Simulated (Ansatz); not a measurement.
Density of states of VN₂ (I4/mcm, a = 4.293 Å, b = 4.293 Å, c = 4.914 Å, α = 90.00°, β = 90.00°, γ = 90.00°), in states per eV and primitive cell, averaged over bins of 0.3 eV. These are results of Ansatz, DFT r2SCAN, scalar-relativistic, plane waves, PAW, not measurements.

Plane waves to 500 eV, a k mesh through Γ of 12×12×12 on the computed 6-atom cell and Gaussian smearing (0.10 eV); no spin polarisation.

The cell is relaxed at this level. The states (both spins) are summed by tetrahedra on a 18×18×18 mesh at the self-consistent density. Energies are bin centres; the table starts no lower than −8 eV and ends at 6 eV, or lower where the solved bands end.

It is a metal at this level.

```csv
E − E_F (eV),total,V 3d,N 2p,N 2s,V 4s
-7.90,1.95,0.30,1.48,0.13,0.02
-7.60,1.04,0.14,0.83,0.04,0.01
-7.30,1.38,0.20,1.05,0.09,0.01
-7.00,2.23,0.34,1.68,0.15,0.02
-6.70,2.09,0.38,1.54,0.13,0.02
-6.40,2.11,0.41,1.54,0.12,0.02
-6.10,2.29,0.46,1.66,0.11,0.02
-5.80,2.62,0.55,1.90,0.12,0.02
-5.50,3.66,0.79,2.64,0.16,0.03
-5.20,2.84,0.66,2.04,0.08,0.04
-4.90,2.42,0.69,1.64,0.02,0.04
-4.60,2.20,0.76,1.33,0.02,0.06
-4.30,2.44,0.91,1.41,0.03,0.06
-4.00,2.28,0.88,1.29,0.03,0.04
-3.70,2.56,1.11,1.35,0.01,0.03
-3.40,4.22,2.06,2.04,0.03,0.02
-3.10,3.92,1.84,1.97,0.02,0.01
-2.80,4.09,1.63,2.34,0.02,0.01
-2.50,2.43,1.06,1.31,0.01,0.00
-2.20,1.05,0.51,0.51,0.01,0.00
-1.90,0.84,0.44,0.37,0.01,0.00
-1.60,0.97,0.52,0.42,0.01,0.00
-1.30,0.95,0.59,0.33,0.01,0.00
-1.00,0.97,0.65,0.29,0.01,0.01
-0.70,1.01,0.72,0.26,0.01,0.01
-0.40,1.07,0.80,0.24,0.01,0.01
-0.10,1.18,0.95,0.18,0.03,0.01
0.20,3.02,2.58,0.24,0.17,0.01
0.50,4.29,3.58,0.42,0.24,0.01
0.80,6.75,5.49,0.84,0.35,0.02
1.10,6.75,5.40,0.96,0.29,0.03
1.40,4.21,3.22,0.73,0.21,0.01
1.70,4.17,3.11,0.81,0.19,0.01
2.00,3.96,2.82,0.91,0.15,0.02
2.30,4.98,3.40,1.10,0.39,0.02
2.60,3.20,2.04,0.93,0.17,0.02
2.90,5.27,3.10,1.90,0.16,0.04
3.20,5.01,2.91,1.83,0.14,0.06
3.50,2.17,1.22,0.85,0.03,0.03
3.80,2.04,1.02,0.93,0.04,0.01
4.10,1.95,0.92,0.95,0.04,0.01
4.40,0.97,0.44,0.49,0.02,0.00
4.70,0.56,0.25,0.29,0.01,0.00
5.00,0.34,0.15,0.18,0.00,0.00
5.30,0.19,0.08,0.11,0.00,0.00
5.60,0.02,0.01,0.01,0.00,0.00
```

The columns after the total are the main Löwdin projections on the occupied valence shells of the potentials; 1 other is left out. The rest of the total lies in those, in shells that are empty in the free atom, which aren't projected, and between the atoms.

A ferromagnetic start lost its moments in a first run, so spin was left out; other magnetic orders weren't tried.

Cost: 1 run of about 2.2 core-minutes, on Arm Neoverse V1 (shared hosts).